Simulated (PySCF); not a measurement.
Thioacetamide, C2H5NS.
SMILES with atom numbers: `[CH3:1][C:2]([NH2:3])=[S:4]` (hydrogens: H5, H6, H7 on C1; H8, H9 on N3)

Torsions of this conformer, `[CH3:1][C:2]([NH2:3])=[S:4]`: H–N3–C2–C1 180°, H–N3–C2–C1 0°.

The closed-shell ground state was solved at several levels (PySCF, density fitting, gas phase, non-relativistic). Geometry: PBE0-D3(BJ)/def2-SVP; no solvent, vibrations or thermal averaging.

```csv
level,basis functions,HOMO (eV),LUMO (eV),gap (eV),dipole (D)
B97-2/pcSseg-2,221,-5.83,-0.92,4.91,4.62
PBE0/pcSseg-0,50,-5.97,-0.60,5.37,4.70
PBE0/IGLO-III,199,-5.99,-0.74,5.25,4.32
HF/pcSseg-2,221,-8.78,2.20,10.98,5.10
BHandHLYP/pcSseg-2,221,-7.13,0.18,7.31,4.73
PBE0/cc-pVTZ,194,-6.00,-0.73,5.27,4.62
PBE/pcSseg-2,221,-4.90,-1.79,3.11,4.47
PBE0/pcSseg-2,221,-6.08,-0.88,5.20,4.62
KT2/pcSseg-2,221,-5.01,-1.76,3.25,4.42
LDA/pcSseg-2,221,-5.04,-1.98,3.06,4.47
B97-D/pcSseg-2,221,-4.86,-1.71,3.15,4.51
PBE0/STO-3G,29,-1.93,3.17,5.10,3.22
PBE0/6-31G*,70,-5.87,-0.55,5.32,4.83
```

Question: Estimate the row for KT3/pcSseg-2, a basis of 221 functions; the other rows only guide the guess.

Answer: HOMO -4.99 eV, LUMO -1.76 eV, gap 3.23 eV, dipole 4.41 D.

Question: Over all these levels, which gives the widest orbital gap and which the narrowest?

Answer: HF/pcSseg-2 (Hartree–Fock, all exact exchange) has the widest, 10.98 eV, and LDA/pcSseg-2 (LDA) the narrowest, 3.06 eV. The two share the basis. From the narrowest to the widest the HOMO moves by -3.74 eV and the LUMO by +4.18 eV. The HOMO need not be the same orbital at Hartree–Fock and at DFT levels.

Question: How much does the basis alone move the frontier levels among the 6 PBE0 rows?

Answer: The HOMO by 4.15 eV and the LUMO by 4.05 eV. By rising basis size (HOMO, LUMO in eV): STO-3G -1.93, 3.17; pcSseg-0 -5.97, -0.60; 6-31G* -5.87, -0.55; cc-pVTZ -6.00, -0.73; IGLO-III -5.99, -0.74; pcSseg-2 -6.08, -0.88.

Question: In the pcSseg-2 basis, how does the gap go with the fixed share of exact exchange?

Answer: LDA (0 %) 3.06 eV; PBE (0 %) 3.11 eV; B97-D (0 %) 3.15 eV; KT3 (0 %) 3.23 eV; KT2 (0 %) 3.25 eV; B97-2 (21 %) 4.91 eV; PBE0 (25 %) 5.20 eV; BHandHLYP (50 %) 7.31 eV; HF (100 %) 10.98 eV. Each rise in the share widens the gap here.

Question: How far do the dipole and the HOMO energy spread over the levels?

Answer: The dipole runs from 3.22 to 5.10 D (mean 4.50 D) and the HOMO from -8.78 to -1.93 eV.
